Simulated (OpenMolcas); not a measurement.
PN (phosphorus nitride): the energy, rung by rung

PN: 2 atoms, total charge 0, spin state singlet. SMILES: `N#P`. Geometry: the measured bond length.

```xyz
2

N     0.0000    0.0000    0.0000
P     0.0000    0.0000    1.4909
```

Quantity: the energy change with the N1–P2 bond stretched from 1.491 to 2.236 Å, in eV. The values are calculated.

```json
{"level": "HF/STO-3G (restricted)", "kind": "Hartree–Fock", "program": "OpenMolcas", "value (eV)": "10.57", "less FCI/STO-3G": "+6.80", "CPU time (all runs)": "3.5 s"}
{"level": "SVWN5/STO-3G (restricted)", "kind": "LDA", "program": "OpenMolcas", "value (eV)": "6.07", "less FCI/STO-3G": "+2.30", "CPU time (all runs)": "6.3 s"}
{"level": "B3LYP/STO-3G (restricted)", "kind": "global hybrid", "program": "OpenMolcas", "value (eV)": "6.66", "less FCI/STO-3G": "+2.89", "CPU time (all runs)": "6.1 s"}
{"level": "M06-2X/STO-3G (restricted)", "kind": "hybrid meta-GGA", "program": "OpenMolcas", "value (eV)": "8.03", "less FCI/STO-3G": "+4.26", "CPU time (all runs)": "5.7 s"}
{"level": "B2PLYP/STO-3G (restricted)", "kind": "double hybrid", "program": "OpenMolcas", "value (eV)": "0.32", "less FCI/STO-3G": "-3.45", "CPU time (all runs)": "6.9 s"}
{"level": "MP2/STO-3G (restricted)", "kind": "perturbation theory", "program": "OpenMolcas", "value (eV)": "3.28", "less FCI/STO-3G": "-0.49", "CPU time (all runs)": "3.3 s"}
{"level": "FCI/STO-3G", "kind": "exact in the basis", "program": "OpenMolcas", "value (eV)": "3.77", "less FCI/STO-3G": "0.00", "CPU time (all runs)": "3.8 s"}
```

FCI/STO-3G is exact within its basis and frozen core, so for wave-function methods in that basis the difference is their error; functionals converge differently with the basis, so for them it is only a difference. Spin-restricted single references rise too steeply as a bond breaks, Hartree–Fock most of all. Perturbation and coupled-cluster corrections on them can overshoot downwards. The first shape isn't each level's own minimum. The values span 0.32 to 10.57 eV. All rows use very small basis sets, so even the best lies far from the true value. Times are those of the runs behind each value, whatever else they computed, on shared processors of several kinds: orders of magnitude only.
